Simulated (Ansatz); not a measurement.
A geometry relaxed with B3LYP-D3(BJ)/def2-TZVP run with Ansatz (a first-principles code), charge 0, multiplicity 1:

```xyz
5

F     -0.1943     1.2737     0.3131
F      1.2221    -0.1529    -0.4911
C      0.0000     0.0000     0.0000
F     -0.8912    -0.3728    -0.9083
F     -0.1366    -0.7480     1.0862
```

Question: Write the SMILES of this molecule.

Answer: `FC(F)(F)F`
